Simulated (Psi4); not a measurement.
Psi4 input (wB97X-D/6-31G*):

```
memory 1500 MB

molecule {
1 3
O    -0.00000000   -0.00000000   -0.11563587
H     0.00000000    0.00000000    0.92508692
symmetry c1
no_reorient
no_com
}

set {
  basis 6-31G*
  reference uks
  scf_type pk
  dft_radial_points 99
  dft_spherical_points 590
  e_convergence 1e-8
  d_convergence 1e-7
  maxiter 150
}

e = energy('wb97x-d')
print_out(f'\nFINAL {e:.10f} DIPOLE {variable("CURRENT DIPOLE")[0]:.6f} {variable("CURRENT DIPOLE")[1]:.6f} {variable("CURRENT DIPOLE")[2]:.6f}\n')
```

From the last part of the output:

```
  HONO-1 :    4  A 1.0000000
  HONO-0 :    5  A 1.0000000
  LUNO+0 :    6  A 0.0022025
  LUNO+1 :    7  A 0.0007395
  LUNO+2 :    8  A 0.0000011
  LUNO+3 :    9  A 0.0000000

Computation Completed

Properties will be evaluated at   0.000000,   0.000000,   0.000000 [a0]

Properties computed using the SCF density matrix

 Multipole Moments:

 ------------------------------------------------------------------------------------
     Multipole            Electronic (a.u.)      Nuclear  (a.u.)        Total (a.u.)
 ------------------------------------------------------------------------------------

 L = 1.  Multiply by 2.5417464519 to convert [e a0] to [Debye]
 Dipole X            :         -0.0000000            0.0000000           -0.0000000
 Dipole Y            :          0.0000000            0.0000000            0.0000000
 Dipole Z            :          0.8359434           -0.0000001            0.8359434
 Magnitude           :                                                    0.8359434

 ------------------------------------------------------------------------------------

FINAL -75.2254313722 DIPOLE -0.000000 0.000000 0.835943

*** Psi4 exiting successfully. Buy a developer a beer!
```

The dipole moment of an ion depends on the origin.
